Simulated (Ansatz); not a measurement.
**How far each method lies from full CI for [H···H···OH], doublet**

Geometry: a point of a hydrogen-transfer path between rigid fragments, not a stationary point.

```xyz
4

H    -2.0536    0.0498    0.0000
H    -1.3606    0.0498    0.0000
O     0.1874    0.0498    0.0000
H     0.4393   -0.8901    0.0000
```

Basis 6-31G; Ansatz 0.2.0. Correlated methods freeze the noble-gas cores, which leaves 9 electrons in 14 orbitals. Prefix R: restricted or restricted open-shell reference; prefix U: unrestricted. Active spaces: valence = (9e, 7o) chosen from the atoms' valence shells.

Full CI is exact within this basis and frozen core; it isn't the basis-set limit. The frozen core follows each run's orbitals, which can shift R against U totals by a few meV.

```
UHF ⟨S²⟩                          : 0.758
T1 diagnostic (RCCSD)             : 0.0201
largest doubles amplitude (RCCSD) : 0.054
T1 diagnostic (UCCSD)             : 0.0139
```

Question: From what is known of these methods and the diagnostics, rank them by the size of their error in total energy against full CI in 6-31G, smallest first (an estimate: the text doesn't fix the numbers).
A. UMP2
B. NEVPT2 (valence space)
C. CASSCF (valence space)
D. RCCSDT(Q)
E. BCCD(T)

Answer: D (0 meV), E (11 meV), B (426 meV), A (489 meV), C (2228 meV).

All errors are against full CI in 6-31G. Within each family the higher level lies nearer, as is usual though not guaranteed.

The full-CI state has the irrep A' of Cs, in the program's axes.

Natural occupations of full CI about the gap: 1.988 1.982 1.972 1.967 0.996 0.031 0.022 0.017 0.010 0.007; effectively unpaired electrons, Σ n²(2−n)², 1.02.
